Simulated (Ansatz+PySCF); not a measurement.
The numbers below are computed, except where a source is named.
Input for Ansatz (development build ahead of 0.2.0):

```yaml
crystal:
  periodic: [false, false, false]
  atoms:
    - { symbol: "N", position_ang: [0.025, -0.01265, -0.50746] }
    - { symbol: "N", position_ang: [-0.00095, -0.04904, 0.53918] }
basis:
  gaussian: { orbitals: def2-SVP }
hamiltonian:
  xc: hf
correlation:
  method: ccsd_t
  frozen_orbitals: { "N": 1 }
```

The input is written out in the form of the current development build from the run's settings.

Results

```yaml
Converged: yes
Reference_energy: -108.85160 hartree
CCSD_correlation_energy: -0.30078 hartree
Triples_correction: -0.01068 hartree
Total_energy: -109.16305 hartree
Spin_squared_of_the_determinant: 0.000
Stability_test: minimum among restricted orbitals
Largest_doubles_amplitude: 0.10
Occupied_orbitals_by_symmetry_in_an_Abelian_subgroup_alpha;_beta: 3 Ag 2 B1u 1 B2u 1 B3u; 3 Ag 2 B1u 1 B2u 1 B3u
```
